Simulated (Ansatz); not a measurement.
**The standard entropy of C2H6S2 (1,2-ethanedithiol) from a frequency calculation**

A singlet with charge 0, relaxed at HF/6-31G* (Cartesian functions) (Ansatz 0.2.0):

```xyz
10

S     1.8660   -1.0039    0.7163
C     0.3681   -0.6188   -0.2507
C    -0.3681    0.6188    0.2507
S    -1.8660    1.0039   -0.7163
H     2.5932    0.0431    0.3466
H    -0.2583   -1.4967   -0.1549
H     0.6240   -0.5171   -1.2958
H    -0.6240    0.5171    1.2958
H     0.2583    1.4967    0.1549
H    -2.5932   -0.0431   -0.3466
```

Harmonic wavenumbers in cm⁻¹: 116, 220, 244, 252, 323, 758, 786, 797, 895, 987, 1108, 1195, 1304, 1391, 1437, 1482, 1620, 1623, 2905, 2905, 3254, 3261, 3303, 3325.

Masses in u: S 32.06, C 12.011, H 1.008. Take T = 298.15 K, p = 1 bar, R = 8.3145 J/(mol K), kT/hc = 207.22 cm⁻¹, rigid rotor and harmonic oscillator.

**Question.** Compute the standard molar entropy.

**Answer.** 
1. Translation (Sackur–Tetrode): S = R[3/2 ln M + 5/2 ln T − 1.1517] with M = 94.19 gives 165.5 J/(mol K).
2. Rotation: principal moments 20.032, 343.664, 352.218 u Å² give A, B, C = 0.8415, 0.0491, 0.0479 cm⁻¹; the symmetry number is σ = 1; q = (√π/σ)√((kT/hc)³/ABC) = 118847; S = R(ln q + 3/2) = 109.6.
3. Vibration: with u = ν̃/207.22, each mode gives R[u/(eᵘ − 1) − ln(1 − e⁻ᵘ)]; the sum is 46.1, most from 116 cm⁻¹ (13.2), 220 cm⁻¹ (8.2), 244 cm⁻¹ (7.4).
4. Spin: R ln 1 = 0.0.
5. Sum: 165.5 + 109.6 + 46.1 + 0.0 = 321.2 J/(mol K).

No measured value is set beside it here. Where a soft mode is a torsion, a harmonic oscillator describes it poorly.
